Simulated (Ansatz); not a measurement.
`[CH3][AlH][SH]` + H₂S → `[SH][AlH][SH]` + CH₄ at 298.15 K and 1 bar (ligand exchange at the Al–C bond).

Calculated with Ansatz (gas phase, PBE0-D4/def2-TZVP geometries, no zero-point term in ΔE). CBS: def2 TZ/QZ extrapolation, frozen cores. One conformer a species, not always the lowest.

```csv
species,CCSD(T)/CBS energy (Eh),H − E (kJ/mol),S (J/(mol·K))
`[CH3][AlH][SH]`,-680.89177,154.0,319.2
H₂S,-398.97119,49.9,205.7
`[SH][AlH][SH]`,-1039.44978,85.4,310.1
CH₄,-40.45885,127.4,186.2
```

H − E and S are ideal-gas, rigid-rotor, harmonic terms from PBE0-D4/def2-TZVP, for one conformer and one mirror image of each species. 1 Eh = 2625.50 kJ/mol, R = 8.31446 J/(mol·K).

By hand: ΔE, ΔH, ΔS and ΔG.

ΔE = (-1039.44978) + (-40.45885) − (-680.89177) − (-398.97119) = -0.04567 Eh = -119.9 kJ/mol. Δ(H − E) = 85.4 + 127.4 − 154.0 − 49.9 = 8.9, so ΔH = -111.0 kJ/mol. ΔS = 310.1 + 186.2 − 319.2 − 205.7 = -28.6 J/(mol·K). ΔG = -111.0 − 298.15 × (-28.6)/1000 = -102.5 kJ/mol.

By hand: the equilibrium constant, and the temperature at which ΔG would vanish if ΔH and ΔS stayed fixed.

log₁₀ K = −ΔG/(RT ln 10) = 18.0. ΔG = 0 at ΔH/ΔS = 3881 K, far beyond where these terms or the molecules hold.

ΔH outweighs TΔS. A doubt of 5 kJ/mol in ΔE shifts log₁₀ K by 0.9 here. Other conformers and mirror images would add mixing entropy, several J/(mol·K) or more a flexible species. Modes under 60 cm⁻¹, often nearly free rotors, make the harmonic entropy too high. These are equilibria of isolated gas molecules and say nothing of rates. Largest T1 diagnostic: 0.011 (customary marks: 0.02 for closed shells, 0.045 for open ones).
